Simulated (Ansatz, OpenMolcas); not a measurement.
## Exact exchange and the vertical energy of the triplet above the singlet of C3H7N (cyclopropylamine)

C3H7N has 11 atoms, charge 0, and is taken as a singlet. SMILES: `NC1CC1`. The coordinates come from a PBE0-D4/def2-TZVP relaxation. This is one conformer, not always the lowest.

The vertical energy of the triplet above the singlet y, in eV, basis 6-31G(d); a is the functional's share of exact exchange. Programs: Ansatz 0.2.0, OpenMolcas 26.06.

| functional | program | a | y (eV) |
| --- | --- | --- | --- |
| revPBE | Ansatz | 0 | 6.97 |
| TPSS | OpenMolcas | 0 | 7.08 |
| B3LYP | Ansatz | 0.2 | 7.21 |
| r2SCAN0 | Ansatz | 0.25 | 7.22 |
| PBE0 | Ansatz | 0.25 | ? |
| BHLYP | Ansatz | 0.5 | 7.42 |

Question: Fit y = c + s·a to the known rows and predict PBE0.

Answer: 
1. Means of the 5 rows: a = 0.1900, y = 7.180.
2. Σ(Δa)² = 0.172, Σ(Δa·Δy) = 0.136, so the slope is 0.136/0.172 = 0.7907.
3. Intercept: 7.180 − (0.7907) × 0.1900 = 7.030. The largest residual of the fit is 0.060.
4. PBE0: 7.030 + (0.7907) × 0.25 = 7.23 eV.

The run gave 7.27 eV, so the prediction is off by -0.04 eV, within the scatter of the fit. The rows mix families of semi-local functionals, which the line can't see.
